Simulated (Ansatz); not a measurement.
Reaction (isomerisation): `C/C(O)=C/N` → `CC1(N)CO1`

Calculated with Ansatz (gas phase, PBE0-D4/def2-TZVP geometries, no zero-point term in ΔE). CCSD(T)/CBS is the MP2 limit (def2-TZVPP, def2-QZVPP) plus CCSD(T) − MP2 in def2-TZVPP, frozen cores. Functionals use def2-TZVPP. B3LYP here is the variant with VWN-RPA as its local correlation; programs differ in this. HSE06 is defined as in plane-wave codes. Each species was taken in one conformer, which may not be the lowest.

`C/C(O)=C/N`:

```xyz
12

C    -1.045   -0.364   -1.438
C    -0.441   -0.102   -0.111
O    -1.315   -0.175    0.912
C     0.846    0.186    0.113
N     1.243    0.407    1.467
H    -1.845    0.354   -1.639
H    -0.295   -0.291   -2.225
H    -1.491   -1.362   -1.461
H    -0.773    0.019    1.700
H     1.555    0.246   -0.707
H     1.617    1.337    1.612
H     1.943   -0.255    1.777
```

`CC1(N)CO1`:

Cartesian coordinates in Å:
```
C 0.273 -1.164 -0.691
C -0.074 0.127 -0.013
N 0.263 1.271 -0.772
C -0.136 0.220 1.437
O -1.337 0.119 0.678
H -0.252 -1.242 -1.648
H 1.345 -1.217 -0.885
H -0.026 -2.009 -0.072
H -0.163 1.237 -1.690
H -0.035 2.121 -0.313
H 0.109 -0.645 2.051
H 0.033 1.183 1.917
```

| level | ΔE (kJ/mol) | difference from CCSD(T)/CBS |
| --- | --- | --- |
| LDA (SPW92) | 60.6 | 3.2 |
| PBE-D4 | 55.9 | -1.5 |
| BLYP-D4 | 67.6 | 10.2 |
| r2SCAN-D4 | 53.7 | -3.7 |
| B97M-V | 50.6 | -6.8 |
| PBE0-D4 | 53.4 | -4.0 |
| r2SCANh-D4 | 53.4 | -4.0 |
| r2SCAN0-D4 | 53.0 | -4.4 |
| HSE06-D4 | 53.8 | -3.6 |
| BHLYP-D4 | 63.5 | 6.1 |
| CAM-B3LYP-D4 | 60.9 | 3.5 |
| ωB97M-V | 55.1 | -2.3 |
| B2PLYP | 60.9 | 3.5 |
| PBE-QIDH | 50.3 | -7.1 |
| PBE | 56.3 | -1.1 |
| revPBE | 54.5 | -2.9 |
| BLYP | 68.9 | 11.5 |
| r2SCAN | 53.8 | -3.6 |
| PBE0 | 53.7 | -3.7 |
| B3LYP | 66.1 | 8.7 |
| r2SCANh | 53.4 | -4.0 |
| r2SCAN0 | 53.0 | -4.4 |
| HSE06 | 54.0 | -3.4 |
| BHLYP | 63.8 | 6.4 |
| CAM-B3LYP | 61.1 | 3.7 |
| LC-ωPBE | 41.0 | -16.4 |
| RPA@PBE/def2-TZVPP | 47.9 | -9.5 |
| HF/def2-SVP | 63.6 | 6.2 |
| MP2/def2-SVP | 50.8 | -6.6 |
| CCSD/def2-SVP | 54.4 | -3.0 |
| CCSD(T)/def2-SVP | 54.7 | -2.7 |
| HF/def2-TZVPP | 62.5 | 5.1 |
| SCS-MP2/def2-TZVPP | 50.4 | -7.0 |
| CCSD/def2-TZVPP | 54.9 | -2.5 |
| CCSD(T)/def2-TZVPP | 55.2 | -2.2 |
| HF/def2-QZVPP | 62.0 | 4.6 |
| MP2/def2-QZVPP | 51.7 | -5.7 |
| SCS-MP2/def2-QZVPP | 51.7 | -5.7 |
| HF/CBS(def2) | 61.9 | 4.5 |
| MP2/CBS(def2) | 52.8 | -4.6 |
| CCSD(T)/CBS | 57.4 | 0 |

Largest T1 diagnostic among the species: 0.011.

From BLYP to BHLYP (50 % exact exchange), in def2-TZVPP and without D4, ΔE moves by −5.1 kJ/mol. Leaving LDA and LC-ωPBE aside and taking each functional with its dispersion term where it has one, the values, not all of them listed here, spread over 23.0 kJ/mol, from ωB97X-V to BLYP-D4. LDA lies +4.3 kJ/mol from PBE without D4. In def2-TZVPP, CCSD(T) changes the Hartree–Fock value by −7.2 kJ/mol (the triples alone add +0.4 kJ/mol) and MP2 by −11.8 kJ/mol.

CCSD(T)/CBS has its own doubt, a few kJ/mol and more with outer-core shells, so smaller differences from it don't rank the levels.
